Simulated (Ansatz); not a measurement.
# AlFH4S: a nudged elastic band in two tries

The task is a band of images between two relaxed ends.

Program: Ansatz 0.2.0. Level of theory: RKS B3LYP/def2-SVP. These are calculated values, not measurements.

### 1 The starting structure

Bond lengths: Al1–F2 1.687 Å, Al1–H3 1.585 Å, Al1–H4 1.585 Å, Al1–S5 2.627 Å, S5–H6 1.354 Å, S5–H7 1.355 Å. Angles: F2–Al1–H3 115.8°, F2–Al1–H4 116.0°, F2–Al1–S5 94.4°, H3–Al1–H4 124.3°, H3–Al1–S5 97.8°, H4–Al1–S5 97.3°, Al1–S5–H6 95.6°, Al1–S5–H7 94.6°, H6–S5–H7 92.8°.

As a file:

```xyz
7

Al   -0.0159    0.0364   -0.0203
F    -0.5014    0.4362    1.5446
H     1.5122    0.2898   -0.3552
H    -1.1676   -0.0380   -1.1072
S     0.1482   -2.5391    0.4691
H    -1.1199   -2.6687    0.9269
H     0.6538   -2.3805    1.7158
```

### 2 First attempt

Contents of input.yaml:

```yaml
crystal:
  periodic: [false, false, false]
  atoms:
    - { symbol: Al, position_ang: [-0.015879, 0.036394, -0.020305] }
    - { symbol: F, position_ang: [-0.501385, 0.436187, 1.544571] }
    - { symbol: H, position_ang: [1.512183, 0.289758, -0.3552] }
    - { symbol: H, position_ang: [-1.167606, -0.038015, -1.107152] }
    - { symbol: S, position_ang: [0.14821, -2.53911, 0.469092] }
    - { symbol: H, position_ang: [-1.119898, -2.668725, 0.926896] }
    - { symbol: H, position_ang: [0.653774, -2.380489, 1.715798] }
basis:
  gaussian: { orbitals: def2-SVP }
hamiltonian:
  xc: b3lyp
neb:
  order_check: false
  images: 8
  f_tol: 0.03
  max_iterations: 8
  climbing: false
  final_atoms:
    - { symbol: Al, position_ang: [0.10859648, -0.36467282, -0.14764414] }
    - { symbol: F, position_ang: [-0.07063409, -0.1520101, 1.80220676] }
    - { symbol: H, position_ang: [1.50843922, 0.25477158, -0.51977903] }
    - { symbol: H, position_ang: [-1.29332952, 0.01610552, -0.76192788] }
    - { symbol: S, position_ang: [0.27342727, -2.58340735, 0.55494605] }
    - { symbol: H, position_ang: [-1.04785474, -2.8531868, 0.42755659] }
    - { symbol: H, position_ang: [0.03075439, -1.18160002, 1.81834164] }
  initial_path:
    images:
      - { positions_ang: [[-0.015879, 0.036394, -0.020305], [-0.501385, 0.436187, 1.544571], [1.512183, 0.289758, -0.3552], [-1.167606, -0.038015, -1.107152], [0.14821, -2.53911, 0.469092], [-1.119898, -2.668725, 0.926896], [0.653774, -2.380489, 1.715798]] }
      - { positions_ang: [[-0.00036027, 0.02483542, -0.02056033], [-0.39156081, 0.34743695, 1.64954537], [1.49315817, 0.20528326, -0.44492782], [-1.19078536, -0.02533511, -1.04838858], [0.1233821, -2.51339957, 0.55324587], [-1.03278164, -2.79215403, 0.71885057], [0.5083468, -2.11066692, 1.76593491]] }
      - { positions_ang: [[0.01515846, 0.01327684, -0.02081565], [-0.28173661, 0.25868689, 1.75451975], [1.47413334, 0.12080853, -0.53465563], [-1.21396472, -0.01265522, -0.98962516], [0.0985542, -2.48768913, 0.63739974], [-0.94566527, -2.91558307, 0.51080514], [0.36291961, -1.84084484, 1.81607182]] }
      - { positions_ang: [[0.0306772, 0.00171826, -0.02107098], [-0.17191242, 0.16993684, 1.85949412], [1.45510851, 0.03633379, -0.62438345], [-1.23714408, 2.467e-05, -0.93086175], [0.07372629, -2.4619787, 0.72155361], [-0.85854891, -3.0390121, 0.30275971], [0.21749241, -1.57102276, 1.86620873]] }
      - { positions_ang: [[0.04619593, -0.00984032, -0.02132631], [-0.06208823, 0.08118679, 1.96446849], [1.43608368, -0.04814094, -0.71411126], [-1.26032344, 0.01270456, -0.87209833], [0.04889839, -2.43626827, 0.80570747], [-0.77143255, -3.16244113, 0.09471429], [0.07206521, -1.30120068, 1.91634564]] }
      - { positions_ang: [[0.06002654, -0.0544033, -0.0354751], [-0.01422702, 0.01583155, 1.99309469], [1.43566771, -0.05202832, -0.73239782], [-1.27429272, 0.01871795, -0.83374009], [0.06281142, -2.4411902, 0.81524681], [-0.76342774, -3.18293689, 0.03923213], [0.00284081, -1.1679908, 1.92773938]] }
      - { positions_ang: [[0.07216902, -0.13197068, -0.06351736], [-0.02832879, -0.02612886, 1.94537271], [1.45386059, 0.02467165, -0.67924312], [-1.27905192, 0.01806484, -0.81578704], [0.11546538, -2.47674449, 0.75017162], [-0.83453449, -3.10049937, 0.13631324], [0.0098192, -1.1713931, 1.90038995]] }
      - { positions_ang: [[0.08431151, -0.20953806, -0.09155962], [-0.04243056, -0.06808928, 1.89765073], [1.47205346, 0.10137163, -0.62608843], [-1.28381112, 0.01741174, -0.79783399], [0.16811935, -2.51229878, 0.68509643], [-0.90564124, -3.01806185, 0.23339436], [0.0167976, -1.17479541, 1.87304051]] }
      - { positions_ang: [[0.09645399, -0.28710544, -0.11960188], [-0.05653232, -0.11004969, 1.84992875], [1.49024634, 0.1780716, -0.57293373], [-1.28857032, 0.01675863, -0.77988093], [0.22077331, -2.54785306, 0.62002124], [-0.97674799, -2.93562432, 0.33047547], [0.02377599, -1.17819771, 1.84569108]] }
      - { positions_ang: [[0.10859648, -0.36467282, -0.14764414], [-0.07063409, -0.1520101, 1.80220676], [1.50843922, 0.25477158, -0.51977903], [-1.29332952, 0.01610552, -0.76192788], [0.27342727, -2.58340735, 0.55494605], [-1.04785474, -2.8531868, 0.42755659], [0.03075439, -1.18160002, 1.81834164]] }
  n_images: 5
```

Started as:

```
> ansatz run input.yaml --threads 1 --pin off --max-ram 2048MiB --backend cpu --events-out ev --progress --plain --runs-dir out
```

Q: Predict the outcome of this session. Wanted: first try.

The runs gave:

| quantity | value |
| --- | --- |
| first try | refused |
| cause | one key bears a name from other programs (dt, n_images) that this one doesn't know |

What this shows: The fault in the first input was caught at the input check and cost nothing.
